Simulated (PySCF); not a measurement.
## C4H6O2: core ionisation energies

Compound: C4H6O2.
Atom-mapped SMILES: `[O:1]=[C:2]([OH:3])[CH:4]1[CH2:5][CH2:6]1`

Level of theory: delta-SCF UKS SCAN, pcX-2 on the ionised atom, pcseg-1 elsewhere, spin-free X2C in PySCF. Each binding energy is the total energy of the core-ionised species, with the hole localised on one atom, minus that of the ground state; both are solved self-consistently, so orbital relaxation is included.

Give the core binding energies atom by atom.

```csv
atom(s),environment,level,binding energy (eV),above the level's lowest (eV),count
O1,acid carbonyl oxygen,O 1s,537.62,0.00,1
C2,carboxylic acid carbon,C 1s,294.73,+3.68,1
O3,acid hydroxyl oxygen,O 1s,539.88,+2.26,1
C4,sp3 carbon next to a carbonyl,C 1s,291.27,+0.22,1
C5/C6,three-membered-ring carbon,C 1s,291.05,0.00,2
```

The listed C 1s values span 3.68 eV, from C5/C6 (bonded to 2 C and 2 H) to C2 (bonded to O (double bond), O and C).

The listed O 1s values span 2.26 eV, from O1 (bonded to C (double bond)) to O3 (bonded to C and H). Summing the Pauling electronegativity differences to the bonded atoms, each weighted by its formal bond order, gives -1.78 for the lowest site and -2.13 for the highest; the largest sum, -1.78, belongs to O1, 2.26 eV below the top. The smallest sum, -2.13, belongs to O3, 2.26 eV above the lowest.

What is the C 1s shift of C4 against C2?

291.27 − 294.73 = -3.46 eV, or -334 kJ/mol.

Atoms equivalent by their bonding share one computed value, that of the first of them. One conformer (not necessarily the lowest) at the GFN2-xTB geometry, without solvent, vibrations or thermal averaging.

Time: 40 s wall. Hardware: an x86-64 server with one thread, on a shared host.

Conformer computed: `[O:1]=[C:2]([OH:3])[CH:4]1[CH2:5][CH2:6]1`: O1–C2–C4–C5 33°, H–O3–C2–O1 0°.
